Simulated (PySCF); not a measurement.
Species: C₂H₃N₃.
Z-matrix (Å and degrees, PBE0-D3(BJ)/def2-TZVP geometry), rows numbered from 1:
```
C 
N   1  1.3552
C   2  1.3129  1  102.70
N   3  1.3405  2  109.73  1     0.05
N   1  1.3160  2  115.03  3    -0.05
H   1  1.0792  2  123.32  3   179.99
H   3  1.0795  2  126.69  1  -179.98
H   4  1.0054  3  129.38  2   179.99
```

The closed-shell ground state was solved at several levels (PySCF, density fitting, gas phase, non-relativistic). Isolated species at its PBE0-D3(BJ)/def2-TZVP geometry, gas phase.

```csv
level,basis functions,HOMO (eV),LUMO (eV),gap (eV),dipole (D)
B97-2/pcSseg-2,222,-7.69,-0.08,7.61,2.89
PBE0/pcSseg-2,222,-7.96,-0.01,7.95,2.91
wB97X-D/aug-cc-pVTZ,299,-9.80,0.64,10.44,2.89
wB97X-D/pcSseg-2,222,-9.81,1.82,11.63,2.95
KT3/pcSseg-2,222,-6.78,-0.98,5.80,2.77
PBE0/aug-cc-pVTZ,299,-7.96,-0.29,7.67,2.85
```

(1) Estimate the row for CAM-B3LYP/aug-cc-pVTZ, a basis of 299 functions; the other rows only guide the guess.

(2) Over all these levels, which gives the widest orbital gap and which the narrowest?

(3) In the pcSseg-2 basis, how does the gap go with the fixed share of exact exchange?

(4) How far do the dipole and the HOMO energy spread over the levels?

Results:

(1) HOMO -9.32 eV, LUMO 0.03 eV, gap 9.35 eV, dipole 2.89 D.

(2) wB97X-D/pcSseg-2 (range-separated hybrid) has the widest, 11.63 eV, and KT3/pcSseg-2 (GGA) the narrowest, 5.80 eV. The two share the basis. From the narrowest to the widest the HOMO moves by -3.03 eV and the LUMO by +2.80 eV.

(3) KT3 (0 %) 5.80 eV; B97-2 (21 %) 7.61 eV; PBE0 (25 %) 7.95 eV. Each rise in the share widens the gap here.

(4) The dipole runs from 2.77 to 2.95 D (mean 2.88 D) and the HOMO from -9.81 to -6.78 eV.
